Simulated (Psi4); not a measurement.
# FNO-MP3/jun-cc-pVTZ (fitted SCF, occ tolerance 1e-06) run of BNH4 (SMILES [H]B([H])N)

Aim: the energy difference between two shapes of BNH4 at FNO-MP3/jun-cc-pVTZ (fitted SCF, occ tolerance 1e-06), from 2 runs. Input form: a Python script.

Program for the calculation: Psi4 1.11.

## 1. The system as given

BNH4 has 6 atoms, charge 0, and is taken as a singlet. As SMILES, `[H]B([H])N`. Geometry: relaxed at GFN2-xTB.

Bond lengths: B1–N4 1.378 Å, B1–H2 1.171 Å, B1–H3 1.171 Å, N4–H5 1.007 Å, N4–H6 1.007 Å. Angles: B1–N4–H5 123.8°, B1–N4–H6 123.7°, H2–B1–N4 118.8°, H3–B1–N4 119.0°, H5–N4–H6 112.5°, H2–B1–H3 122.1°.

## 2. A single-point energy at FNO-MP3/jun-cc-pVTZ (fitted SCF, occ tolerance 1e-06)

run.py

```python
import psi4

psi4.set_memory(1600000000)
psi4.set_num_threads(1)
psi4.core.set_output_file('output.dat', False)

m = psi4.geometry("""
0 1
B      0.64619185     1.12467050     0.00689750
H      2.51354362     1.27424233     1.18568976
H     -0.14853247     2.82857986    -1.16049971
N     -0.65269251    -1.13141683    -0.00731324
H     -2.26634854    -1.41839063    -0.97332234
H     -0.09218084    -2.67766633     0.94856693
units au
""")

psi4.set_options({
    'scf_type': 'df',
    'freeze_core': True,
    'occ_tolerance': 1e-06,
    'mp_type': 'conv',
})

result, w = psi4.energy('fno-mp3/jun-cc-pVTZ', return_wfn=True)
print('E =', round(result, 9))
```

Command:

```sh
$ python run.py
```

output.dat:

```text
[...]
  Running in c1 symmetry.
[...]
  Nuclear repulsion =   32.535476553019080
[...]
  Multiplicity = 1
[...]
  Nalpha       = 8
  Nbeta        = 8
[...]
    Number of basis functions: 134
[...]
   @DF-RHF iter   1:   -81.43612018594989   -7.31761e-01   3.30695e-03 ADIIS/DIIS
[...]
   @DF-RHF iter  10:   -81.52704152847689   -8.04334e-12   2.57202e-09 DIIS
[...]
    Orbital Energies [Eh]
    ---------------------
    Doubly Occupied:
       1A    -15.556266     2A     -7.575297     3A     -1.162688
       4A     -0.721391     5A     -0.683632     6A     -0.558300
       7A     -0.466909     8A     -0.440599
[...]
  @DF-RHF Final Energy:   -81.52704152847689
   => Energetics <=
    Nuclear Repulsion Energy =             32.5354765530190804
    One-Electron Energy =                -173.7948721812597910
    Two-Electron Energy =                  59.7323540997638460
    Total Energy =                        -81.5270415284768717
[...]
 Multipole Moments:
 ------------------------------------------------------------------------------------
     Multipole            Electronic (a.u.)      Nuclear  (a.u.)        Total (a.u.)
 ------------------------------------------------------------------------------------
 L = 1.  Multiply by 2.5417464519 to convert [e a0] to [Debye]
 Dipole X            :         -0.1091575           -0.2191256           -0.3282831
 Dipole Y            :         -0.1823504           -0.3866503           -0.5690007
 Dipole Z            :         -0.0016261           -0.0019290           -0.0035551
 Magnitude           :                                                    0.6569203
[...]
      * MP2 total energy:                    -81.855948722799
[...]
      * MP2 total energy:                    -81.855948722799
[...]
      * MP3 total energy:                    -81.875530799258
[...]
```

Standard output:

```text
E = -81.875530799
```

Wall time 23 s (1 thread of INTEL XEON PLATINUM 8581C at 2.30GHz (Emerald Rapids), shared host); peak memory 1.6 GiB.

## 3. The distorted shape at the same level

bh4n.sdf

```

     RDKit          3D

  6  5  0  0  0  0  0  0  0  0999 V2000
    0.3422    0.5904   -0.0184 B   0  0  0  0  0  0  0  0  0  0  0  0
    1.3859    0.7491    0.6940 H   0  0  0  0  0  0  0  0  0  0  0  0
   -0.0115    1.4738   -0.5467 H   0  0  0  0  0  0  0  0  0  0  0  0
   -0.3652   -0.6324   -0.0162 N   0  0  0  0  0  0  0  0  0  0  0  0
   -1.1403   -0.7346   -0.4727 H   0  0  0  0  0  0  0  0  0  0  0  0
   -0.0493   -1.4815    0.5442 H   0  0  0  0  0  0  0  0  0  0  0  0
  2  1  1  0
  3  1  1  0
  4  1  1  0
  5  4  1  0
  6  4  1  0
M  END
$$$$
```

run.py

```python
import psi4
from rdkit import Chem

psi4.set_memory(1600000000)
psi4.set_num_threads(1)
psi4.core.set_output_file('output.dat', False)

rd = Chem.SDMolSupplier('bh4n.sdf', removeHs=False, sanitize=False)[0]
xyz = rd.GetConformer().GetPositions()
atoms = '\n'.join(f'{a.GetSymbol()} {x:.4f} {y:.4f} {z:.4f}' for a, (x, y, z) in zip(rd.GetAtoms(), xyz))
m = psi4.geometry('0 1\n' + atoms + '')

psi4.set_options({
    'reference': 'rhf',
    'scf_type': 'df',
    'freeze_core': True,
    'occ_tolerance': 1e-06,
    'mp_type': 'conv',
})

e_tot, wfn = psi4.energy("fno-mp3/jun-cc-pVTZ", return_wfn=True)
print('E =', round(e_tot, 9))
```

Command:

```sh
$ python run.py
```

output.dat:

```text
[...]
  Running in c1 symmetry.
[...]
  Nuclear repulsion =   32.293057666726298
[...]
  Multiplicity = 1
[...]
  Nalpha       = 8
  Nbeta        = 8
[...]
    Number of basis functions: 134
[...]
   @DF-RHF iter   1:   -81.41526239051744   -7.52258e-01   3.30506e-03 DIIS/ADIIS
[...]
   @DF-RHF iter  10:   -81.50508617603100   -1.58167e-11   5.82611e-09 DIIS
[...]
    Orbital Energies [Eh]
    ---------------------
    Doubly Occupied:
       1A    -15.553571     2A     -7.585980     3A     -1.168809
       4A     -0.724759     5A     -0.688782     6A     -0.566811
       7A     -0.458187     8A     -0.437423
[...]
  @DF-RHF Final Energy:   -81.50508617603100
   => Energetics <=
    Nuclear Repulsion Energy =             32.2930576667262983
    One-Electron Energy =                -173.2276428332537535
    Two-Electron Energy =                  59.4294989904964552
    Total Energy =                        -81.5050861760309999
[...]
 Multipole Moments:
 ------------------------------------------------------------------------------------
     Multipole            Electronic (a.u.)      Nuclear  (a.u.)        Total (a.u.)
 ------------------------------------------------------------------------------------
 L = 1.  Multiply by 2.5417464519 to convert [e a0] to [Debye]
 Dipole X            :         -0.3177171           -0.0404430           -0.3581600
 Dipole Y            :         -0.1789614           -0.3289276           -0.5078890
 Dipole Z            :         -0.2938988            0.2428048           -0.0510940
 Magnitude           :                                                    0.6235707
[...]
      * MP2 total energy:                    -81.833348208288
[...]
      * MP2 total energy:                    -81.833348208288
[...]
      * MP3 total energy:                    -81.853103749860
[...]
```

On the terminal:

```text
E = -81.85310375
```

It took 24 s on 1 thread of INTEL XEON PLATINUM 8581C at 2.30GHz (Emerald Rapids), shared host; peak memory 1.6 GiB.

## 4. What came out

Level: FNO-MP3/jun-cc-pVTZ (fitted SCF, occ tolerance 1e-06), 2 core orbitals frozen.

```
                                                    quantity         value
                                   first shape: total energy  -81.87553 Eh
            first shape: HOMO energy (Hartree–Fock orbitals)     -11.99 eV
            first shape: LUMO energy (Hartree–Fock orbitals)       3.11 eV
          first shape: HOMO–LUMO gap (Hartree–Fock orbitals)      15.10 eV
    first shape: correlation energy (2 core orbitals frozen)    -348.5 mEh
                               distorted shape: total energy  -81.85310 Eh
        distorted shape: HOMO energy (Hartree–Fock orbitals)     -11.90 eV
        distorted shape: LUMO energy (Hartree–Fock orbitals)       2.80 eV
      distorted shape: HOMO–LUMO gap (Hartree–Fock orbitals)      14.70 eV
distorted shape: correlation energy (2 core orbitals frozen)    -348.0 mEh
                      energy change with the atoms displaced      0.610 eV
```

What this shows: With the atoms displaced the energy rises by 0.61 eV (14.1 kcal/mol). The first shape isn't relaxed at this level, so the change isn't measured from a minimum.
